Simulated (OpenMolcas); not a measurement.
# How methods differ on PH3 (phosphine)

PH3: 4 atoms, total charge 0, spin state singlet. As SMILES, `P`. The shape is that of a PBE0-D4/def2-TZVP optimisation.

```xyz
4

P     0.3460   -0.3265   -0.3328
H     0.6309   -0.0340    1.0270
H    -1.0055   -0.6630   -0.0572
H     0.0287    1.0235   -0.6369
```

Quantity: the energy change with the P1–H3 bond stretched from 1.420 to 2.130 Å, in eV. The values are calculated.

```json
{"level": "HF/STO-3G (restricted)", "kind": "Hartree–Fock", "program": "OpenMolcas", "value (eV)": "4.01", "less FCI/STO-3G": "+1.36", "CPU time (all runs)": "3.1 s"}
{"level": "PBE/STO-3G (restricted)", "kind": "GGA", "program": "OpenMolcas", "value (eV)": "2.75", "less FCI/STO-3G": "+0.10", "CPU time (all runs)": "5.9 s"}
{"level": "r2SCAN/STO-3G (restricted)", "kind": "meta-GGA", "program": "OpenMolcas", "value (eV)": "2.96", "less FCI/STO-3G": "+0.31", "CPU time (all runs)": "7.7 s"}
{"level": "B3LYP/STO-3G (restricted)", "kind": "global hybrid", "program": "OpenMolcas", "value (eV)": "2.97", "less FCI/STO-3G": "+0.32", "CPU time (all runs)": "6.1 s"}
{"level": "B2PLYP/STO-3G (restricted)", "kind": "double hybrid", "program": "OpenMolcas", "value (eV)": "3.13", "less FCI/STO-3G": "+0.48", "CPU time (all runs)": "5.9 s"}
{"level": "CASSCF(2,2)/STO-3G", "kind": "multireference", "program": "OpenMolcas", "value (eV)": "2.67", "less FCI/STO-3G": "+0.02", "CPU time (all runs)": "3.2 s"}
{"level": "ACPF/STO-3G (restricted)", "kind": "coupled cluster or CI", "program": "OpenMolcas", "value (eV)": "2.49", "less FCI/STO-3G": "-0.16", "CPU time (all runs)": "3.2 s"}
{"level": "CCSD(T)/STO-3G (restricted)", "kind": "coupled cluster or CI", "program": "OpenMolcas", "value (eV)": "2.65", "less FCI/STO-3G": "0.00", "CPU time (all runs)": "4 s"}
{"level": "FCI/STO-3G", "kind": "exact in the basis", "program": "OpenMolcas", "value (eV)": "2.65", "less FCI/STO-3G": "0.00", "CPU time (all runs)": "3.6 s"}
```

FCI/STO-3G is exact within its basis and frozen core, so for wave-function methods in that basis the difference is their error; functionals converge differently with the basis, so for them it is only a difference. Spin-restricted single references rise too steeply as a bond breaks, Hartree–Fock most of all. The first shape isn't each level's own minimum. The values span 2.49 to 4.01 eV. All rows use very small basis sets, so even the best lies far from the true value. CPU times are rough (shared hosts, several kinds of processor): they show what a rung costs within a factor of a few.
